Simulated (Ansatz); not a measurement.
# Relative stability

Two relaxed structures of MgAlNH3 (charge -1), singlet (PBE0-D4/def2-TZVPD; forces vanish, vibrations not checked).

A:

| atom | x (Å) | y (Å) | z (Å) |
| --- | --- | --- | --- |
| N1 | 0.2535 | 0.2134 | -0.0516 |
| Al2 | 0.0666 | 1.1280 | -1.4923 |
| Mg3 | 0.8794 | -0.5924 | 1.4782 |
| H4 | 1.2125 | 2.0396 | -2.2270 |
| H5 | -1.3128 | 1.2300 | -2.3668 |
| H6 | 1.3955 | -1.3957 | 2.9439 |

B:

N1  (-0.602, -0.379, -0.095)
Al2  (0.139, 0.983, -1.008)
Mg3  (0.918, -0.286, 1.138)
H4  (-1.461, -0.890, -0.265)
H5  (-0.653, 1.547, -2.356)
H6  (1.658, -0.976, 2.585)
(Å)

Computed with Ansatz 0.2.0 (basis: def2-TZVPPD); correlated methods freeze the cores. The outer core shell of Li, Na, Mg and K is correlated. The def2 sets are not built for correlating such inner shells, so the correlated values are less sure here. B3LYP uses VWN-RPA correlation.

(1) Which structure is lower at CCSD(T), and by how much? (Judge from chemistry; the value comes from the calculation.)

T1 diagnostic: at most 0.018.

Answers

(1) By the calculation: B, by 0.575 eV (electronic energy, against the other). By their contacts, A is MgAlNH₃ ([MgH][N][AlH2]), total charge -1 and B is MgAlNH₃ ([NH]1[MgH][AlH]1), total charge -1.

All methods give the same order:

```
   method  E(B) − E(A) (eV)
   PBE-D4            -0.668
r2SCAN-D4            -0.631
  PBE0-D4            -0.765
 B3LYP-D4            -0.509
  wB97M-V            -0.593
       HF            -0.692
      MP2            -0.370
     CCSD            -0.616
  CCSD(T)            -0.575
```

Labels in which every atom is bracketed show which atoms are joined, not bond orders.

For scale, one of the runs: CCSD(T)/def2-TZVPPD, 171 basis functions, launched by `ansatz run in.yaml --threads 2 --pin off --events-out ev --progress --plain --max-ram 4352MiB`. Time: 23 s of wall clock on 2 CPU threads of an Intel Xeon 6975P-C; the host was shared. Peak host memory: 1.6 GiB.
